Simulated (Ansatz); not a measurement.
## Structure optimisation: titanium, hcp

Theory: DFT, LDA (PW92), plane waves (420 eV) with PAW, scalar-relativistic (Ansatz). (PAW data from PBE, frozen cores regenerated.)

k-point mesh 12×12×7, Fermi-Dirac smearing 0.05 eV, starting moments 1.00 ×2 μB. Cell and atoms relax.

Starting structure:

```
CELL_PARAMETERS angstrom
2.95000 0.00000 0.00000
-1.47500 2.55477 0.00000
0.00000 0.00000 4.68600
ATOMIC_POSITIONS crystal
Ti 0.33333 0.66667 0.25000
Ti 0.66667 0.33333 0.75000
```

Q: What cell does the relaxation end in?

A: P6_3/mmc with a = 2.863 Å, c = 4.540 Å (c/a = 1.586); 16.11 Å³ per atom against 17.66 at the start (-8.7 %).

Q: How much energy does the relaxation gain?

A: 51.2 meV per atom.

Path of the relaxation (the plane waves are chosen anew near the end, which can shift the energy a little):

```json
{"step": "0", "E − E(final) (meV/atom)": "51.18", "V (Å³/atom)": "17.658", "P (GPa)": "-9.89", "max force (eV/Å)": "0.000"}
{"step": "1", "E − E(final) (meV/atom)": "20.96", "V (Å³/atom)": "15.221", "P (GPa)": "7.97", "max force (eV/Å)": "0.000"}
{"step": "2", "E − E(final) (meV/atom)": "0.12", "V (Å³/atom)": "16.220", "P (GPa)": "-0.81", "max force (eV/Å)": "0.000"}
{"step": "3", "E − E(final) (meV/atom)": "-0.17", "V (Å³/atom)": "16.123", "P (GPa)": "-0.06", "max force (eV/Å)": "0.000"}
{"step": "4", "E − E(final) (meV/atom)": "-0.18", "V (Å³/atom)": "16.116", "P (GPa)": "0.00", "max force (eV/Å)": "0.000"}
{"step": "5", "E − E(final) (meV/atom)": "0.00", "V (Å³/atom)": "16.116", "P (GPa)": "-0.02", "max force (eV/Å)": "0.000"}
{"step": "6", "E − E(final) (meV/atom)": "0.00", "V (Å³/atom)": "16.113", "P (GPa)": "0.00", "max force (eV/Å)": "0.000"}
{"step": "7", "E − E(final) (meV/atom)": "0.00", "V (Å³/atom)": "16.113", "P (GPa)": "0.00", "max force (eV/Å)": "0.000"}
```

Q: Which magnetic state does it end in?

A: non-magnetic.
